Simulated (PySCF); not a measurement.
`CC(C)CCN`, C5H13N

Geometry:
```csv
atom,x (Å),y (Å),z (Å)
C1,-1.456,-1.297,-1.326
C2,-0.823,-0.130,-0.576
C3,-1.764,0.388,0.509
C4,0.547,-0.528,-0.027
C5,1.358,0.597,0.595
N6,2.698,0.141,0.915
H7,-1.640,-2.146,-0.646
H8,-2.423,-1.013,-1.770
H9,-0.803,-1.656,-2.136
H10,-0.662,0.689,-1.302
H11,-2.750,0.642,0.089
H12,-1.923,-0.380,1.285
H13,-1.374,1.288,1.005
H14,0.411,-1.334,0.721
H15,1.157,-0.966,-0.835
H16,1.440,1.420,-0.138
H17,0.807,1.018,1.462
H18,3.243,0.894,1.331
H19,2.655,-0.596,1.617
```

Level of theory: TDDFT CAM-B3LYP/aug-cc-pVDZ excited states, vertical, gas phase (PySCF 2.14.0). Geometry: PBE0-D3(BJ)/def2-SVP.

(1) How strongly do the lowest singlets absorb one photon, and two photons of half the energy?

Results:

(1) δ for parallel linear polarisation; σ at the peak of a Lorentzian of half width 0.1 eV, single beam; Ω is circular over linear.
```tsv
state	E (eV)	f	photon λ (nm)	δ (au)	σ (GM)	Ω	main
S1	5.67	0.014	437	53.4	0.63	1.50	HOMO→LUMO 0.67, HOMO→LUMO+1 0.20
S2	6.51	0.003	381	22.7	0.35	1.42	HOMO→LUMO+2 0.68, HOMO→LUMO+5 0.18
S3	6.81	0.017	364	62	1.05	0.48	HOMO→LUMO+4 0.30, HOMO→LUMO+1 0.27
S4	6.90	0.034	359	82.8	1.44	0.40	HOMO→LUMO+3 0.55, HOMO→LUMO+6 0.15
S5	7.50	0.009	331	74.2	1.53	0.38	HOMO→LUMO+1 0.22, HOMO→LUMO+4 0.19
S6	7.59	0.001	327	28.8	0.61	1.50	HOMO→LUMO+5 0.39, HOMO→LUMO+2 0.15
```

Among these, the strongest one-photon state is S4, the strongest two-photon state S5, with a dipole change of 11.9 D (relaxed, norm of the difference vector).
